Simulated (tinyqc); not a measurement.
A ladder of methods, and size consistency: correlation methods against full CI in the sto-3g basis, for H2O, spin multiplicity 1. Computed by the program tinyqc with PySCF. All electrons correlated; +Q is the Davidson correction (1 - c0^2) E_corr. The last columns treat two copies 100 angstrom apart as one system. FCI is the lowest singlet.

Geometry (angstrom):
```
atom       x        y       z
O     0.0000   0.0000  0.0000
H     0.0000   0.7850  0.6850
H     0.0000  -0.7850  0.6850
```

RHF energy of one = -74.960374 hartree

Correlation energies (hartree):
```
method   E_corr of one  share of FCI (%)  E_corr of two at 100 angstrom  two minus twice one (mhartree)
MP2          -0.044290           70.8010                      -0.088580                          0.0000
CISD         -0.061310           98.0091                      -0.118480                          4.1402
CISD+Q       -0.063532          101.5615                      -0.126204                          0.8606
CCSD         -0.062396           99.7451                      -0.124792                          0.0000
CCSD(T)      -0.062471           99.8647                      -0.124941                          0.0000
FCI          -0.062555          100.0000                              -                               -
```

What does the comparison show, and why?

MP2 recovers 71 %, CISD 98.0 % and CCSD 99.7 % of the FCI value (c0^2 = 0.964 in CISD). MP2 and coupled cluster are size consistent, so their last column vanishes; CISD loses 4.14 mhartree, since a double excitation on each copy is a quadruple of the pair, and the Davidson correction leaves +0.86.
